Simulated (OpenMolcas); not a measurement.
## Predicting a hybrid from its neighbours: SiH2OF

The species is SiH2OF (5 atoms), meant as a doublet with charge 0. As SMILES, `O[SiH]F`. Geometry: relaxed at PBE0-D4/def2-TZVP. This is one conformer, not always the lowest.

The electronic atomisation energy y, in eV, basis def2-TZVP; a is the functional's share of exact exchange. Programs: OpenMolcas 26.06.

| functional | program | a | y (eV) |
| --- | --- | --- | --- |
| UPBE | OpenMolcas | 0 | 18.57 |
| UBLYP | OpenMolcas | 0 | 18.27 |
| UB3LYP | OpenMolcas | 0.2 | 18.19 |
| UPBE0 | OpenMolcas | 0.25 | ? |
| UBHLYP | OpenMolcas | 0.5 | 17.49 |

Task: Fit y = c + s·a to the known rows and predict UPBE0.

Result: 
1. Means of the 4 rows: a = 0.1750, y = 18.130.
2. Σ(Δa)² = 0.1675, Σ(Δa·Δy) = -0.308, so the slope is -0.308/0.1675 = -1.8388.
3. Intercept: 18.130 − (-1.8388) × 0.1750 = 18.452. The largest residual of the fit is 0.18.
4. UPBE0: 18.452 + (-1.8388) × 0.25 = 17.99 eV.

The run gave 18.05 eV, so the prediction is off by -0.06 eV, within the largest residual. The rows mix families of semi-local functionals, which the line can't see.
